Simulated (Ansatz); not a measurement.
This script for Ansatz's Python interface starts 3 runs on HNO, SMILES N=O. What input does the engine get in each?

`cas.py`:
```python
"""Active-space calculation on HNO."""

import ansatz

BASIS = "6-31G*"

molecule = (
    ansatz.Crystal.molecule()
    .atom("N", (-0.0825, 0.4217, 0.0))
    .atom("O", (0.9719, -0.2213, 0.0))
    .atom("H", (-0.8894, -0.2003, 0.0))
)

model = (
    molecule.calculation()
    .basis(gaussian=BASIS)
    .correlation(active_electrons=6, active_orbitals=6)
)
for method in [None, "sc_nevpt2", "fic_mrcisd_q"]:
    data = (model if method is None else model.correlation(method)).run(threads=1, pin="off").report
    space = data["configurations"]
    state = space["states"][0]
    print(method or "casscf", f"total {data['free_energy_ev'] / 27.211386246:.6f} Ha, active-space state {state['energy']['hartree']:.6f} Ha, mean field {data['reference_energy_ev'] / 27.211386246:.6f} Ha")
    print("  determinants", state["n_determinants"], " natural occupations", [round(n, 3) for n in space["natural_occupations"]])
```

Run 1:
```yaml
crystal:
  periodic: [false, false, false]
  atoms:
    - { symbol: "N", position_ang: [-0.0825, 0.4217, 0.0] }
    - { symbol: O, position_ang: [0.9719, -0.2213, 0.0] }
    - { symbol: H, position_ang: [-0.8894, -0.2003, 0.0] }
basis:
  gaussian:
    orbitals: "6-31G*"
correlation:
  active_space:
    window:
      electrons: 6
      orbitals: 6
```

Run 2, against run 1:
```diff
+  method: sc_nevpt2
```

Run 3, against run 1:
```diff
+  method: fic_mrcisd_q
```

Output of `python cas.py`:
```text
casscf total -129.906596 Ha, active-space state -129.906596 Ha, mean field -129.779078 Ha
  determinants 400  natural occupations [1.984, 1.97, 1.908, 0.093, 0.031, 0.014]
RunWarning: the results are in doubt because another end's mean lies 0.048 eV lower, and its corrected mean 0.085 eV higher
sc_nevpt2 total -130.112523 Ha, active-space state -129.904812 Ha, mean field -129.779078 Ha
  determinants 208  natural occupations [1.977, 1.969, 1.899, 0.102, 0.031, 0.022]
fic_mrcisd_q total -130.145668 Ha, active-space state -129.906589 Ha, mean field -129.779078 Ha
  determinants 208  natural occupations [1.984, 1.97, 1.908, 0.093, 0.031, 0.014]
```
(Warnings from the package without file and line.)

Reading the output:
- These settings explore the input space; basis and method may be short of convergence.
- The geometry is a force-field or estimated start, not a minimum of this method, and the basis set is short of its limit. The active space starts as a window about the frontier orbitals and is then optimised, not chosen by chemistry.
- A lower CASSCF solution was found and passed over, so the printed active-space state isn't the lowest.
- Finished in 4.2 s on 1 thread of Arm Neoverse V1, with other jobs on the host, peak memory 0.17 GiB.

(Lines on the test bed's own set-up are left out of the output.)
